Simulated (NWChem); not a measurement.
# MgHCl (SMILES [MgH][Cl]) at wB97X/6-311++G(3df,3pd)

Aim: the vertical ionisation energy of MgHCl at wB97X/6-311++G(3df,3pd), from 2 runs. 

The results are computed with NWChem 7.3.0.

### 1 The system as given

The species is MgHCl (3 atoms), meant as a singlet with charge 0. SMILES: `[MgH][Cl]`. Geometry: relaxed at PBE0-D4/def2-TZVP.

Bond lengths: Mg1–Cl2 2.187 Å, Mg1–H3 1.686 Å. Angles: Cl2–Mg1–H3 179.9°.

### 2 The energy at wB97X/6-311++G(3df,3pd)

Contents of clhmg.nw:

```
start clhmg
memory total 2200 mb

geometry units bohr noautosym nocenter noautoz
   Mg -0.28345892 -0.00377945 -0.15609138
   Cl  3.33820120 -0.50172229  1.77161824
   H  -3.07552927  0.38304749 -1.64066022
end

basis spherical bse
   Mg library "6-311++G(3df,3pd)"
   Cl library "6-311++G(3df,3pd)"
   H library "6-311++G(3df,3pd)"
end

dft
   xc wb97x
   grid fine
   convergence energy 1e-08
   maxiter 100
   mulliken
   noprint "final vectors analysis"
end

task dft energy
```

Started as:

```console
nwchem clhmg.nw > clhmg.out
```

The log of the run:

```text
[...]
          Wavefunction type:  closed shell.
          No. of atoms     :     3
          No. of electrons :    30
[...]
          Charge           :     0
          Spin multiplicity:     1
[...]
          AO basis - number of functions:   112
[...]
              XC Information
              --------------
                       wb97x  Method XC Functional
                     Hartree-Fock (Exact) Exchange  1.000
                         wb97x Exchange Functional  1.000
                      wb97x Correlation Functional  1.000
[...]
 d= 0,ls=0.0,diis     1   -660.9106113215 -7.16D+02  4.76D-03  7.90D-01     5.8
[...]
 d= 0,ls=0.0,diis     8   -660.9471341220 -2.73D-09  1.11D-06  9.74D-10    43.7
         Total DFT energy =     -660.947134121992
      One electron energy =    -1026.702407761975
           Coulomb energy =      355.460088417762
    Exchange-Corr. energy =      -45.155016598775
 Nuclear repulsion energy =       55.450201820996
[...]
      Total Density - Mulliken Population Analysis
     ---------------------------------------------
    Atom       Charge   Shell Charges
 -----------   ------   -------------------------------------------------------
    1 Mg  12    11.35   0.78  1.20  1.04  0.95  0.63 -0.01  2.35  3.56  0.30  0.33  0.06 -0.01  0.00  0.01  0.11  0.00  0.05
    2 Cl  17    17.47   0.78  1.19  0.89  1.09  0.97  1.05  7.42 -1.51  1.10  2.96  1.56  0.08 -0.11  0.00  0.00  0.00  0.00
    3 H    1     1.18   0.23  0.51  0.41  0.05  0.00  0.00 -0.01  0.00
[...]
```

It took 44 s on 1 thread of Intel Xeon 6975P-C (Granite Rapids), shared host; peak memory 0.11 GiB.

### 3 The doublet cation at the same level

Contents of calc.nw:

```
start calc
memory stack 880 mb heap 220 mb global 1100 mb
charge 1

geometry units angstrom noautosym nocenter noautoz
  Mg   -0.150000   -0.002000   -0.082600
  Cl    1.766500   -0.265500    0.937500
  H    -1.627500    0.202700   -0.868200
end

basis spherical bse
  * library "6-311++G(3df,3pd)"
end

dft
  xc wb97x
  mult 2
  grid fine
  convergence energy 1e-08
  iterations 100
  mulliken
  noprint "final vectors analysis"
end

task dft energy
```

Started as:

```console
nwchem calc.nw > calc.out
```

The log of the run:

```text
[...]
          Wavefunction type:  spin polarized.
          No. of atoms     :     3
          No. of electrons :    29
[...]
          Charge           :     1
          Spin multiplicity:     2
[...]
          AO basis - number of functions:   112
[...]
              XC Information
              --------------
                       wb97x  Method XC Functional
                     Hartree-Fock (Exact) Exchange  1.000
                         wb97x Exchange Functional  1.000
                      wb97x Correlation Functional  1.000
[...]
 d= 0,ls=0.0,diis     1   -660.2149943984 -7.16D+02  8.22D-03  1.16D+00     5.9
[...]
 d= 0,ls=0.5,diis    20   -660.5244025201 -6.63D-09  3.66D-07  5.59D-10   117.2
[...]
         Total DFT energy =     -660.524402523697
      One electron energy =    -1017.404085878803
           Coulomb energy =      346.292607229241
    Exchange-Corr. energy =      -44.863129720017
 Nuclear repulsion energy =       55.450205845882
[...]
      Total Density - Mulliken Population Analysis
     ---------------------------------------------
    Atom       Charge   Shell Charges
 -----------   ------   -------------------------------------------------------
    1 Mg  12    11.24   0.78  1.20  1.04  0.95  0.76 -0.08  2.35  3.56  0.28  0.23  0.07 -0.01  0.00  0.01  0.08 -0.01  0.05
    2 Cl  17    16.68   0.78  1.19  0.90  1.08  1.04  1.05  7.41 -1.51  1.07  2.79  0.96  0.01 -0.10  0.00  0.01  0.00  0.00
    3 H    1     1.08   0.22  0.49  0.32  0.05  0.00  0.00 -0.01  0.00
[...]
      <S2> =      0.7534 (Exact =     0.7500)
[...]
```

It took 2.1 min on 1 thread of Intel Xeon 6975P-C (Granite Rapids), shared host; peak memory 0.11 GiB.

### 4 Outcome

At wB97X/6-311++G(3df,3pd):

| quantity | value |
| --- | --- |
| singlet MgHCl: total energy | -660.94713 Eh |
| singlet MgHCl: dipole moment | 1.56 D |
| doublet cation: total energy | -660.52440 Eh |
| doublet cation: ⟨S²⟩ | 0.753 |
| vertical ionisation energy (to the doublet cation) | 11.503 eV |

What this shows: The vertical ionisation energy comes to 11.50 eV (265 kcal/mol). Mulliken charges (singlet MgHCl) run from -0.47 on Cl2 to +0.65 on Mg1; in a basis this large or diffuse they mean little. Mulliken charges (doublet cation) run from -0.08 on H3 to +0.76 on Mg1; in a basis this large or diffuse they mean little.
